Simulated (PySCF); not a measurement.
# Which determinant of SiH⁺ lies lowest?

Unrestricted PBE0; PySCF, no relativity, basis sets Si 3-21G, H 3-21G. Outer shells of the fragments: Si+ 3s2 3p1; H 1s1.

Followed along the bond (rough minima from three points):

```csv
2Ms+1,unpaired,⟨S²⟩ at the start,R at minimum (Å),Te (eV)
1,none,0.00,1.55,0.00
3,"σ ↑, π ↑",2.00,1.56,1.85
```

Solutions found at the starting distance of 1.535 Å, counted from the lowest of them; the search is not exhaustive and high or unbound solutions are not listed, so other states can lie among these:

```tsv
2Ms+1	unpaired	term	E (eV)	⟨S²⟩	⟨Lz²⟩	μ (D)
1	none	¹Σ⁺	0.00	0.00	0.00	0.70
3	σ ↑, π ↑	³Π	1.85	2.00	1.00	0.40
1	σ ↑, π ↓	mixed	2.34	1.02	1.00	0.78
3	π ↑↑	³Σ⁻	5.62	2.16	0.00	0.25
1	π ↑↓	mixed	6.30	1.00	2.00	0.20
1	none	mixed	7.35	0.00	2.00	0.21
3	σ ↑↑	³Σ⁺	7.55	2.00	0.00	-0.46
```

A term symbol is given only where ⟨S²⟩ and ⟨Lz²⟩ are close to those of a pure state; real π, δ and φ orbitals otherwise mix terms. A positive dipole points towards H; it is taken about the centre of mass and depends on that origin.

Counting both spins, an empty level lies below a filled one in some of these solutions, because spin and occupation are held. 3-21G is very small, so such numbers show the basis as much as the molecule.
